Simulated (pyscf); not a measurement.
PySCF, gas phase, ωB97X-D3(BJ)/def2-SVP geometries.

Task: For the elementary gas-phase step F–Si(F)(F)–F + H₂O + H₂O -> HO–Si(F)(F)–F + HF + H₂O (singlet surface; F–Si, H–O, H–O broken, O–Si, F–H, H–O formed), what barrier and reaction energy does ωB97M-D3(BJ)/def2-TZVP give, measured from the separated reactants?

Result: ΔE‡ = -0.6 kJ/mol, ΔE = +30.9 kJ/mol. Zero-point energy shifts the barrier by +19.3 kJ/mol. It is a multi-bond step, with an imaginary mode of 224i cm⁻¹. On the reactant side the descent ends in an adduct with a O–Si contact, 59.6 kJ/mol under the separated species and 58.6 kJ/mol under the saddle at ωB97X-D3(BJ)/def2-TZVP. On the product side the descent ends in an adduct with a F–Si contact, 48.0 kJ/mol under the separated species and 17.7 kJ/mol under the saddle at ωB97X-D3(BJ)/def2-TZVP. At ωB97M-D3(BJ) the saddle lies under the separated reactants, which points to a path from their complex (located at ωB97X-D3(BJ) alone). At ωB97M-D3(BJ) the saddle lies under the separated products, which points to a path from their complex (located at ωB97X-D3(BJ) alone), and parting the products costs more than the saddle. What is counted as formed (O–Si) is already present as a longer contact in the reactant adduct; forming that adduct is a step of its own. What is counted as broken (F–Si) persists as a longer contact in the product adduct; parting that adduct is a step of its own. This is the saddle that the search found; another between the same sides may lie lower.
